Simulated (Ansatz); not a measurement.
# H3NOSi: how energies converge with the basis set

How large a basis does H3NOSi need? Two functionals and correlated methods are run in growing sets.

Program: Ansatz 0.2.0, Gaussian basis. Level of theory: one geometry, several basis sets. These are calculated values, not measurements.

Levels to be run: PBE0-D4/def2-SVP; ωB97M-V/def2-SVP; PBE0-D4/def2-QZVPP; ωB97M-V/def2-QZVPP; CCSD(T)/cc-pV(D+d)Z; CCSD(T)/cc-pV(T+d)Z; CCSD(T)/cc-pV(Q+d)Z; the functionals' def2-TZVPP values are taken from earlier runs.

**1. The relaxed structure**

An earlier PBE0-D4 in a triple-zeta def2 set relaxation fixed the geometry.

SMILES `N[Si]O`, 6 atoms, charge 0, spin multiplicity 1.

Atoms are counted from 1 here; the program's logs count them from 0.

Bond lengths: N1–Si2 1.716 Å, N1–H4 1.009 Å, N1–H5 1.010 Å, Si2–O3 1.656 Å, O3–H6 0.961 Å. Angles: Si2–N1–H4 120.1°, Si2–N1–H5 128.3°, H4–N1–H5 111.5°, N1–Si2–O3 102.6°, Si2–O3–H6 121.6°.

**2. PBE0-D4 in def2-SVP**

The input, in.yaml:

```yaml
crystal:
  periodic: [false, false, false]
  atoms:
    - {symbol: N, position_ang: [-0.769979, 0.110339, -0.501302]}
    - {symbol: Si, position_ang: [0.653156, -0.840823, -0.626058]}
    - {symbol: O, position_ang: [1.503926, -0.399139, 0.723949]}
    - {symbol: H, position_ang: [-1.486934, 0.043785, -1.207508]}
    - {symbol: H, position_ang: [-1.019542, 0.772951, 0.219544]}
    - {symbol: H, position_ang: [1.161574, 0.249087, 1.345176]}
basis:
  gaussian: {orbitals: def2-SVP}
hamiltonian: {xc: pbe0, dispersion: d4}
output: {orbitals: {seedname: orbitals}}
```

On the command line:

```console
$ ansatz run in.yaml --threads 2 --pin off --events-out ev --progress --plain --max-ram 20480MiB --backend cpu
```

After this run come: ωB97M-V in def2-SVP; PBE0-D4 in def2-QZVPP; ωB97M-V in def2-QZVPP; CCSD(T) in cc-pV(D+d)Z; CCSD(T) in cc-pV(T+d)Z; CCSD(T) in cc-pV(Q+d)Z.

**Question.** What will the summary of the whole plan be? Wanted: MP2 correlation recovered, cc-pV(D+d)Z; MP2 correlation recovered, cc-pV(T+d)Z; MP2 correlation recovered, cc-pV(Q+d)Z; CCSD(T) limit from def2 sets; PBE0-D4: double and triple zeta above quadruple; ωB97M-V: double and triple zeta above quadruple.

As calculated:

```
                                                                 quantity          value
                                   MP2 correlation recovered, cc-pV(D+d)Z         69.9 %
                                   MP2 correlation recovered, cc-pV(T+d)Z         88.4 %
                                   MP2 correlation recovered, cc-pV(Q+d)Z         95.2 %
CCSD(T) limit from def2 sets (earlier runs) less the limit of this series        -32 meV
                          PBE0-D4: double and triple zeta above quadruple  7.94, 0.50 eV
                          ωB97M-V: double and triple zeta above quadruple  8.04, 0.48 eV
```

In words: PBE0-D4 gains 7.44 eV from double to triple zeta, then 0.50 eV more. Correlation climbs from 70 % (cc-pV(D+d)Z) to 95 % (cc-pV(Q+d)Z) of the limit; Hartree-Fock is 0.120 eV from its own by then. A limit from the def2 sets, made apart, differs by 32 meV, a least measure of the doubt on such a limit. Total energies overstate the basis error of differences, where much of it tends to cancel. The LUMO of ωB97M-V is positive and keeps falling with the basis (1.78 to 1.12 eV): an unbound level that the basis holds in place.
